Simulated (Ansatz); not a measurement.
Ansatz (an electronic-structure program) input:

Ansatz 0.2 input:
```yaml
crystal:
  periodic: [false, false, false]
  atoms:
    - {symbol: C, position_ang: [-0.24585069, -0.34108038, 1.22837570]}
    - {symbol: N, position_ang: [-0.18927909, 0.50905008, 0.02327978]}
    - {symbol: C, position_ang: [0.24394995, -0.21855779, -1.14733787]}
    - {symbol: H, position_ang: [0.75943835, -0.40606839, 1.70778042]}
    - {symbol: H, position_ang: [-0.90844575, 0.14663035, 1.96438018]}
    - {symbol: H, position_ang: [0.42185334, 1.33248557, 0.10013528]}
    - {symbol: H, position_ang: [1.23256580, -0.71731054, -1.04485805]}
    - {symbol: H, position_ang: [0.30621961, 0.45653183, -2.02146417]}
    - {symbol: H, position_ang: [-0.47527326, -1.01779037, -1.35515913]}
basis:
  gaussian:
    orbitals: def2-TZVP
hamiltonian:
  xc: b3lyp
  dispersion: d3bj
total_charge: -1
phonons: {temperatures: {t_min: 298.15, t_max: 298.15, t_step: 100}}
```

Problem. Which total energy does the run end on?

Solution. -134.54686 Eh (B3LYP-D3(BJ)/def2-TZVP). The basis has 129 functions. The run takes around 120 core-seconds (rough).

It need not be the lowest isomer of its formula. Whether it binds its extra electron was not tested at this geometry.
